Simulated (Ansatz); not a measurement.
BN⁺, doublet in cc-pVDZ: errors against full CI

Geometry: a point of a stretch scan, not a stationary point.

```yaml
atoms:
  - { symbol: B, position_ang: [0.0000, 0.0000, 0.0000] }
  - { symbol: N, position_ang: [0.0000, 0.0000, 4.9480] }
```

Basis cc-pVDZ; Ansatz 0.2.0. Only valence electrons are correlated (noble-gas cores frozen), which leaves 7 electrons in 26 orbitals. Prefix R: restricted or restricted open-shell reference; prefix U: unrestricted. Active spaces: pair = (3e, 3o) about the gap; valence = (7e, 8o) chosen from the atoms' valence shells.

Full CI is exact within this basis and frozen core; it isn't the basis-set limit. The frozen core follows each run's orbitals, which can shift R against U totals by a few meV.

For open shells CISD is restricted-active-space CI with the open shells as a complete middle space.

* UHF ⟨S²⟩: 1.761
* T1 diagnostic (RCCSD): 0.0115
* largest doubles amplitude (RCCSD): 0.420
* T1 diagnostic (UCCSD): 0.0071

```tsv
level	E − E(RHF) (eV)
RMP2	-3.2029
RCCSD	-4.7620
RCCSD(T)	-4.9333
```

(1) Estimate how far full CI in cc-pVDZ lies from RCCSD(T). The table doesn't fix it; the size of (T) and the diagnostics are the guide.

(1) Full CI in cc-pVDZ lies 158 meV below RCCSD(T), which is 92 % of the (T) step (-171 meV). More than one determinant leads, and the rest is a large part of (T). The miss exceeds 1 kcal/mol.

The other levels:

```
                   level  E − E(full CI) (meV)  share of correlation (%)  wall time
                    UHF†                  2921                         –          –
                   UMP2†                   246                         –          –
                    CISD                   789                     84.50     0.81 s
                 UCCSD*†                 -1716                         –          –
              UCCSD(T)*†                 -2313                         –      4.5 s
                 BCCD(T)                   159                     96.87      2.1 s
                 RCCSDT*                     2                     99.97          –
                UCCSDT*†                    -1                         –          –
              RCCSDT(Q)*                     0                     99.99       16 s
             UCCSDT(Q)*†                     0                         –       32 s
  CASSCF (valence space)                  2647                     48.01          –
  NEVPT2 (valence space)                   582                     88.57      2.3 s
  MRCISD (valence space)                    51                     99.00          –
MRCISD+Q (valence space)                   -35                    100.68      3.1 s
```

An asterisk marks runs whose energy the program itself flagged as in doubt. A dagger marks rows that describe another state than the reference (another or a broken symmetry, a higher spin or other natural occupations), so the difference isn't the method's error.

The correlation energy at full CI, counted from RHF, is -5.091 eV. That run took 4.1 min on 1 thread of Arm Neoverse V1, shared host over 9,717,824 determinants.

Run but not shown, since their state, orbitals or frozen core can't be matched to the reference's or they repeat it: CASSCF (pair space), NEVPT2 (pair space), MRCISD (pair space), MRCISD+Q (pair space).

Times hold each run's SCF and search for its determinant on a shared host, so for small cases they say little of a method's own cost; they ran on 1 thread of Arm Neoverse V1.

Not variational, and here over 5 meV under the exact energy: MRCISD+Q (valence space).

The full-CI state has the irrep B1 of C2v, in the program's axes (one component, if the state is degenerate).

Natural occupations of full CI about the gap: 1.973 1.839 1.080 0.993 0.903 0.053 0.053 0.053 0.008 0.008; effectively unpaired electrons, Σ n²(2−n)², 3.09. No single determinant describes this state well, so single-reference rows can miss without a flag.
